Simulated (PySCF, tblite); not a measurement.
## Complex of carbon dioxide and 3 × water

A gas-phase complex of carbon dioxide and 3 × water; neutral, singlet. The structure comes from a short search (6 tight-binding starts) and was relaxed by PBE0-D3(BJ)/def2-SVPD; another way of binding may lie lower. No frequency run checks that it is a minimum.

| part | name | SMILES | atoms | charge | multiplicity |
| --- | --- | --- | --- | --- | --- |
| 1 | carbon dioxide | O=C=O | 1–3 | 0 | 1 |
| 2 | water | O | 4–6 | 0 | 1 |
| 3 | water | O | 7–9 | 0 | 1 |
| 4 | water | O | 10–12 | 0 | 1 |

Coordinates in Å:
```
O1      2.437   -0.278   -1.720
C2      1.765   -0.840   -2.483
O3      1.088   -1.359   -3.266
O4      1.422   -3.053    1.246
H5      1.475   -3.683    1.968
H6      2.254   -2.535    1.277
O7      3.781   -1.834    0.587
H8      3.674   -0.917    0.315
H9      3.662   -2.340   -0.234
O10     2.371   -3.351   -1.282
H11     1.829   -3.470   -0.476
H12     2.143   -4.057   -1.888
```

Contacts between parts, classed by geometry: H6···O7 1.816 Å (hydrogen bond, 155°); H11···O4 1.818 Å (hydrogen bond, 151°); H9···O10 1.946 Å (hydrogen bond, 144°); H8···O1 2.466 Å (hydrogen bond, 122°).

Interaction energies are complex less parts, with the parts frozen as they stand in it; counterpoise-corrected, in kcal/mol (PySCF).

Task: How strongly do the parts interact, level by level?

Result: 
```
                 level  interaction  superposition error removed
wB97M-D3(BJ)/def2-SVPD       -20.51                        -2.19
 PBE0-D3(BJ)/def2-SVPD       -21.07                        -2.30
```

Task: What holds them together? Decompose the wB97M-D3(BJ)/def2-SVPD energy: frozen parts, their antisymmetrised product, then relaxation.

Result: electrostatic -37.2, Pauli repulsion +35.9, orbital relaxation -17.7, dispersion correction -3.7 kcal/mol, which sum to the value before the counterpoise correction; the Pauli term holds the exchange-correlation of the frozen density too. Of the attraction, 63 % is electrostatic, 30 % is orbital relaxation, 6 % is dispersion correction.

Task: Are the pair energies additive?

Result: The pairs sum to -17.15 kcal/mol (1–2 -0.7, 1–3 -0.7, 1–4 -2.4, 2–3 -4.6, 2–4 -4.3, 3–4 -4.4); the rest of -3.36 is a many-body strengthening.

The parts were also relaxed and run alone, at the levels used for the complex: shieldings by PBE0/pcSseg-2; core levels by delta-SCF with SCAN, pcX-2 on the ionised atom and pcseg-1 elsewhere, spin-free X2C.

Values alone: O4–H6 bond (Å): 0.961; shielding of H6 (ppm): 30.85; shielding of O7 (ppm): 328.9; shielding of H11 (ppm): 30.85; shielding of O4 (ppm): 328.9; O4 1s core level (eV): 539.76; O7 1s core level (eV): 539.76; O10 1s core level (eV): 539.76.

Task: What does binding change?

Result: 
| property | alone | in the complex | change |
| --- | --- | --- | --- |
| O4–H6 bond (Å) | 0.961 | 0.980 | +0.020 |
| shielding of H6 (ppm) | 30.85 | 25.22 | -5.64 |
| shielding of O7 (ppm) | 328.9 | 304.7 | -24.2 |
| shielding of H11 (ppm) | 30.85 | 25.23 | -5.62 |
| shielding of O4 (ppm) | 328.9 | 307.5 | -21.4 |
| O4 1s core level (eV) | 539.76 | 539.16 | -0.59 |
| O7 1s core level (eV) | 539.76 | 539.25 | -0.51 |
| O10 1s core level (eV) | 539.76 | 539.23 | -0.52 |

The 4 runs behind this took 3.2 min in all, one thread each of Arm Neoverse V2 on a shared host, launched as `OMP_NUM_THREADS=1 python cluster_run.py task.json out`.
